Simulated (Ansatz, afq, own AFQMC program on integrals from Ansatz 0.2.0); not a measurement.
Integrals from Ansatz 0.2.0, then the random walk in our own AFQMC program (afq).

```yaml
crystal:
  periodic: [false, false, false]
  atoms:
    - {symbol: Pt, position_ang: [0.000000, 0.000000, 0.000000]}
basis:
  gaussian: {orbitals: def2-TZVPP}
magnetization: {spin_polarized: false}
correlation: {method: ccsd_t, electrons: outside_noble_gas, hamiltonian_folder: ham}
```

```sh
$ ansatz run in.yaml --threads 1 --pin off --events-out ev --progress --plain --max-ram 24576MiB --backend cuda --devices 0, --max-vram 18GiB
```

afq runs on the folder ham with

```
--method phaseless --trial hf --walkers 4000 --populations 20 --least-time 40 --time-step 0.005 --steps-per-block 20 --equilibration-blocks 160 --max-blocks 4000 --target-error 0.0009500 --factor-cut 1e-05 --seed 1821 --taylor-order 6
```

Times are imaginary, in 1/Eh. The walk had a cap of 65 s. With eight or more populations the least sampling time is a fifth of least-time, and the error comes from their spread. Core potentials past Kr, no spin–orbit coupling.

Log:

```
orbitals 52  electrons 5 5  factors 387 of 387
reference energy -118.36195887 Eh
CCSD correlation -0.30820116 Eh in 8 cycles, weight of the determinant in the CISD state 0.9152
energy of the start -118.361959 Eh
 block  time / (1/Eh)  mean weight  energy / Eh
     1     0.100  1.0022  -118.471019
     2     0.200  1.0027  -118.537936
     3     0.300  1.0028  -118.579046
     4     0.400  1.0021  -118.603691
     5     0.500  1.0016  -118.626489
     8     0.800  1.0012  -118.657769
    17     1.700  1.0001  -118.678520
    41     4.100  1.0001  -118.687648
    65     6.500  1.0003  -118.688758
    89     8.900  0.9995  -118.689798
   113    11.300  0.9998  -118.691389
   137    13.700  0.9997  -118.685547
   145    14.500  0.9999  -118.684254
   161    16.100  1.0001  -118.688899
   177    17.700  1.0002  -118.705782
   185    18.500  0.9999  -118.696591
   209    20.900  0.9993  -118.693506
   233    23.300  0.9998  -118.700837
   257    25.700  0.9994  -118.700185
   281    28.100  0.9998  -118.699339
   305    30.500  0.9999  -118.695217
   329    32.900  1.0000  -118.699231
   345    34.500  1.0003  -118.691996
error from the spread of 20 populations
energy -118.696300 +/- 0.000919 Eh
(rows thinned)
```

The run passed its tests (sampling time, drift between the halves within three errors, error under three times the target), which doesn't prove that it has relaxed.

Against this walk (error 25.0 meV) on the same determinant: CCSD(T) 301.8 meV higher, CCSDT(Q) 296.8 meV higher, a separate phaseless walk with a CISD trial and standard settings 213.7 ± 25.5 meV higher. The error is statistical and leaves out the bias of the constraint. None of these is a sure reference here.

Cautions: constraint bias not in the error; no spin-orbit coupling; outer-core shells of the metal frozen; another spin lies lower; restricted determinant unstable towards unrestricted (UHF 720 meV lower, ⟨S²⟩ 1.01); CCSDT(Q) on the UHF determinant differs (233 meV lower), perhaps since the unrestricted series falls towards higher spin.

The walk took 18 s on 2 threads of a server CPU with a shared H100 80 GB, shared host (the card was shared). The log's last line is the phaseless energy.

CCSDT and higher add their correlation energy to the determinant of the CCSD(T) run, since their own runs factorise the integrals more tightly (a shift of under 2 meV). A walk keeps the symmetry of its determinant, which the program's search chose and which needn't be the lowest solution, so a lower state of the same spin and another symmetry isn't excluded.
